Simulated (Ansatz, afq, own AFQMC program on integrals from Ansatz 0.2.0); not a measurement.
AFQMC on a folder of integrals that Ansatz 0.2.0 wrote.

```yaml
crystal:
  periodic: [false, false, false]
  atoms:
    - {symbol: Al, position_ang: [0.000000, 0.056715, -0.003928]}
    - {symbol: H, position_ang: [0.000000, 0.225757, -1.555126]}
    - {symbol: H, position_ang: [0.000000, 0.238500, 1.664196]}
    - {symbol: H, position_ang: [0.000000, -1.982457, -0.003928]}
basis:
  gaussian: {orbitals: cc-pVDZ}
total_charge: 1
magnetization: {spin_polarized: true, initial_magnetization: 1}
correlation: {method: ccsd_t, electrons: outside_noble_gas, hamiltonian_folder: ham}
```

```sh
$ ansatz run in.yaml --threads 1 --pin off --events-out ev --progress --plain --max-ram 16896MiB --backend cuda --devices 0, --max-vram 18GiB
```

afq runs on the folder ham with

```
--method phaseless --trial hf --walkers 4000 --populations 20 --least-time 40 --time-step 0.005 --steps-per-block 20 --equilibration-blocks 112 --max-blocks 4000 --target-error 0.0007 --factor-cut 1e-05 --start spin_pure --seed 1521 --taylor-order 6
```

Times are imaginary, in 1/Eh. The walk had a cap of 49 s. With eight or more populations the least sampling time is a fifth of least-time, and the error comes from their spread.

Output of the walk:

```
orbitals 28  electrons 3 2  factors 197 of 308
reference energy -243.27680901 Eh
CCSD correlation -0.07228119 Eh in 12 cycles, weight of the determinant in the CISD state 0.9434
energy of the start -243.276876 Eh
 block  time / (1/Eh)  mean weight  energy / Eh
     1     0.100  1.0000  -243.288134
     2     0.200  1.0002  -243.297202
     3     0.300  1.0005  -243.304476
     4     0.400  1.0003  -243.310934
     5     0.500  1.0003  -243.315839
     7     0.700  1.0004  -243.323688
     9     0.900  1.0001  -243.329266
    13     1.300  0.9998  -243.336233
    21     2.100  1.0002  -243.343591
    25     2.500  1.0001  -243.344822
    29     2.900  1.0001  -243.346912
    37     3.700  1.0000  -243.349745
    45     4.500  1.0000  -243.349130
    53     5.300  1.0000  -243.350868
    61     6.100  1.0002  -243.351948
    69     6.900  1.0001  -243.352499
    77     7.700  1.0001  -243.351865
    85     8.500  1.0000  -243.351845
    93     9.300  1.0001  -243.348538
   101    10.100  0.9999  -243.350562
   109    10.900  1.0001  -243.352490
   117    11.700  0.9999  -243.350007
   125    12.500  1.0000  -243.351163
   133    13.300  0.9999  -243.352487
   141    14.100  1.0002  -243.352087
   149    14.900  0.9999  -243.350727
   157    15.700  0.9999  -243.350911
   165    16.500  0.9999  -243.354311
   173    17.300  1.0002  -243.350726
   181    18.100  1.0001  -243.349486
   189    18.900  1.0000  -243.351457
error from the spread of 20 populations
energy -243.351196 +/- 0.000471 Eh
(rows thinned)
```

The run passed its tests (sampling time, drift between the halves within three errors, error under three times the target), which doesn't prove that it has relaxed.

Against this walk (error 12.8 meV) on the same determinant: CCSD(T) 32.8 meV higher, CCSDT(Q) 20.6 meV higher (within the noise), CCSDTQ 20.3 meV higher (within the noise), full CI 20.3 meV higher (within the noise), a separate phaseless walk with a CISD trial and standard settings 22.8 ± 12.8 meV higher (within the noise). The error is statistical and leaves out the bias of the constraint.

Cautions: constraint bias not in the error.

The walk took 39 s on 1 × NVIDIA H100 80GB HBM3 with 2 threads of AMD EPYC 7R13 Processor (Zen 3), with other jobs on the host (the card was shared). The log's last line is the phaseless energy.

CCSDT and higher add their correlation energy to the determinant of the CCSD(T) run, since their own runs factorise the integrals more tightly (a shift of under 2 meV). A walk keeps the symmetry of its determinant, which the program's search chose and which needn't be the lowest solution, so a lower state of the same spin and another symmetry isn't excluded.
